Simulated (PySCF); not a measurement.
Start geometry of bicyclopropyl, `C1CC1C1CC1` from GFN2-xTB (Å):
```
atom  x, y, z in Å
C1    -1.8164   -0.6049   -0.5091
C2    -1.8446    0.3965    0.6051
C3    -0.5807   -0.3551    0.3052
C4     0.5799    0.3572   -0.3061
C5     1.8159    0.6060    0.5077
C6     1.8430   -0.3953   -0.6067
H7    -1.8369   -0.2356   -1.5232
H8    -2.3426   -1.5381   -0.3778
H9    -2.3894    0.1531    1.5045
H10   -1.8836    1.4434    0.3448
H11   -0.2936   -1.1291    1.0072
H12    0.2922    1.1303   -1.0088
H13    2.3423    1.5390    0.3763
H14    1.8363    0.2363    1.5217
H15    2.3886   -0.1523   -1.5056
H16    1.8820   -1.4423   -0.3468
```

**Question.** What comes out of this run: PBE0-D3(BJ)/def2-SVP geometry optimisation, gas phase (PySCF 2.14.0)?

**Answer.** 
```
atom  x, y, z in Å
C1    -1.8742   -0.6100   -0.5062
C2    -1.9031    0.3933    0.6102
C3    -0.6374   -0.3522    0.3034
C4     0.5287    0.3559   -0.3027
C5     1.7653    0.6142    0.5072
C6     1.7946   -0.3894   -0.6090
H7    -1.8920   -0.2343   -1.5335
H8    -2.4004   -1.5585   -0.3701
H9    -2.4494    0.1433    1.5235
H10   -1.9404    1.4540    0.3452
H11   -0.3566   -1.1368    1.0157
H12    0.2480    1.1403   -1.0153
H13    2.2914    1.5628    0.3709
H14    1.7829    0.2388    1.5345
H15    2.3411   -0.1396   -1.5223
H16    1.8321   -1.4500   -0.3437
```

The energy falls by 3.7 kJ/mol over 4 energy and gradient evaluations, the largest force component goes from 0.0099 to 7.9e-05 Eh/bohr, and the atoms move by 0.013 Å rms after alignment. Among the bonds, 10 bonds (C1–H7, C1–H8, C2–H9, C2–H10, C3–H11, C4–H12 and others) change most and about equally (+0.013 to +0.014 Å). Bonds longer at the end by more than 0.005 Å: 10 of 17; shorter: 0. Rotational constants go from 9297, 2275, 2044 to 9232, 2262, 2032 MHz. The orientation of the end geometry is arbitrary; only internal coordinates are fixed.

The run used 134 basis functions and 27 SCF cycles in all.

Not checked by PBE0-D3(BJ)/def2-SVP frequencies. One conformer, not necessarily the lowest.
